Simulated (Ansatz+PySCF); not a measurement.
Values are calculated unless marked as measured or tabulated.
Several solutions for triplet BHO2 in separate pieces

```json
{"atom": "O", "x (Å)": "0.0000", "y (Å)": "0.0000", "z (Å)": "-0.5941"}
{"atom": "O", "x (Å)": "0.0000", "y (Å)": "0.0000", "z (Å)": "0.5941"}
{"atom": "B", "x (Å)": "30.0000", "y (Å)": "0.0000", "z (Å)": "-0.7514"}
{"atom": "H", "x (Å)": "30.0000", "y (Å)": "0.0000", "z (Å)": "3.7571"}
```

Basis set: 6-31G (spherical functions). Charge 0, multiplicity 3.

ROHF was run from several starts with Ansatz (development build ahead of 0.2.0) and PySCF 2.14.0.

```
run  program                                 start  converged  energy (hartree)  <S²>
  A    PySCF                      program defaults         no                 –     –
  B   Ansatz               stability test followed        yes        -174.47929  2.00
  C   Ansatz               atomic start, no search        yes        -174.47929  2.00
  D    PySCF      guess 1e, instabilities followed        yes        -174.47929  2.00
  E    PySCF    guess atom, instabilities followed        yes        -174.47929  2.00
  F    PySCF  guess huckel, instabilities followed        yes        -174.47929  2.00
  G    PySCF   guess minao, instabilities followed        yes        -174.47929  2.00
  H   Ansatz           search for the lowest state        yes        -174.47929  2.00
```

**Question.** Which runs reached the lowest solution of this kind, and what is wrong with the others?

**Answer.** B, C, D, E, F, G, H reached the lowest solution found. Not converged: A. Caution: this determinant is likely not that of the ground state. Caution: an unrestricted determinant lies well below (2.29 eV lower).
